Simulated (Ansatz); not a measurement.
Gas-phase electronic energies from Ansatz, PBE0-D4/def2-TZVP geometries. CCSD(T)/CBS is the MP2 limit (def2-TZVPP, def2-QZVPP) plus CCSD(T) − MP2 in def2-TZVPP, frozen cores. This one scheme is used for every species. Functionals use def2-TZVPP. B3LYP here is the variant with VWN-RPA as its local correlation; programs differ in this. Each species was taken in one conformer, which may not be the lowest.

`CC(=N)CCl` + H₂S → `CC(=N)S` + `CCl`  (substitution at a C–C bond)

Problem. Is it downhill or uphill in electronic energy at CCSD(T)/CBS, and by how much? (An estimate is asked.)

Solution. The calculation gave: Nearly level: ΔE = +0.02 eV.

Problem. What do these levels give: r2SCAN-D4, ωB97X-V, r2SCAN, B3LYP, MP2/CBS(def2), CCSD/CBS(def2)? (An estimate is asked.)

Solution. Ansatz gave: r2SCAN-D4 -0.09, ωB97X-V 0.01, r2SCAN -0.10, B3LYP -0.07, MP2/CBS(def2) -0.02, CCSD/CBS(def2) 0.04 eV.

Largest T1 diagnostic among the species: 0.013.

From PBE to PBE0 (25 % exact exchange), in def2-TZVPP and without D4, ΔE moves by +0.06 eV.
